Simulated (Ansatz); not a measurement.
# CH3Al+ (quartet): from Hartree-Fock to the top rungs, cc-pVDZ

One table from this session's results is given with a row withheld; the runs are named, their logs left out.

Method: cc-pVDZ, core rule «outside noble gas», up to 6 orbitals frozen; program: Ansatz 0.2.0, Gaussian basis.

To be run: UHF; CCSD(T) on ROHF; CCSD(T) on UHF; BCCD(T) on ROHF; CISD as a restricted active space (open shells left free, so some higher excitations enter); CCSDT(Q) on ROHF; CCSDT(Q) on UHF.

29 further runs of the same task are left out: 6 for a known fault of the program, 7 that didn't finish, 16 set aside as unsound or not needed. Runs told in other sessions of the task aren't counted.

## The system

The geometry is a PBE0/def2-TZVP stationary point (not a proven minimum) of the parent state, kept for this charge and spin.

5 atoms, charge 1, spin multiplicity 4.

Atoms are counted from 1 here; the program's logs count them from 0.

Bond lengths: Al1–C2 2.001 Å, C2–H3 1.094 Å, C2–H4 1.089 Å, C2–H5 1.089 Å. Angles: Al1–C2–H3 105.2°, Al1–C2–H4 110.8°, Al1–C2–H5 110.8°, H3–C2–H4 109.3°, H3–C2–H5 109.3°, H4–C2–H5 111.3°.

The first run:

in.yaml reads:

```yaml
crystal:
  periodic: [false, false, false]
  atoms:
    - {symbol: Al, position_ang: [0.000864, 0.000000, 0.741532]}
    - {symbol: C, position_ang: [0.005120, 0.000000, -1.259674]}
    - {symbol: H, position_ang: [-1.050665, -0.000005, -1.547975]}
    - {symbol: H, position_ang: [0.483252, 0.899581, -1.645861]}
    - {symbol: H, position_ang: [0.483261, -0.899577, -1.645861]}
basis:
  gaussian: {orbitals: cc-pVDZ}
total_charge: 1
magnetization: {spin_polarized: true, initial_magnetization: 3}
hamiltonian: {xc: hf}
output: {orbitals: {seedname: orbitals}}
```

The run is started by

```bash
$ ansatz run in.yaml --threads 1 --pin off --events-out ev --progress --plain --max-ram 2393MiB
```

Steps of the session up to this table: UHF; CCSD(T) on ROHF; CCSD(T) on UHF; BCCD(T) on ROHF; CISD as a restricted active space (open shells left free, so some higher excitations enter); CCSDT(Q) on ROHF; CCSDT(Q) on UHF.

One table of the session follows, with a row left open; its other results are not shown here.

| method | from UCCSDT(Q) (kcal/mol) |
| --- | --- |
| ROHF | ? |
| UHF | +103.80 |
| RMP2 | +18.33 |
| UMP2 | +18.27 |
| CISD | +6.80 |
| RCCSD | +2.57 |
| UCCSD | +2.53 |
| RCCSD(T) | +0.46 |
| UCCSD(T) | +0.44 |
| BCCD(T) | +0.46 |
| RCCSDT | +0.11 |
| UCCSDT | +0.09 |
| RCCSDT(Q) | +0.03 |
| UCCSDT(Q) | 0 |

**Question.** Estimate the row for ROHF.

The run gave: from UCCSDT(Q) (kcal/mol): +105.48. In the column «from UCCSDT(Q) (kcal/mol)» it is the highest.

Limits of these values: Restricted and unrestricted rows rest on different reference determinants; a gap between their highest levels can come from leftover correlation error, from unlike frozen cores or from another state.
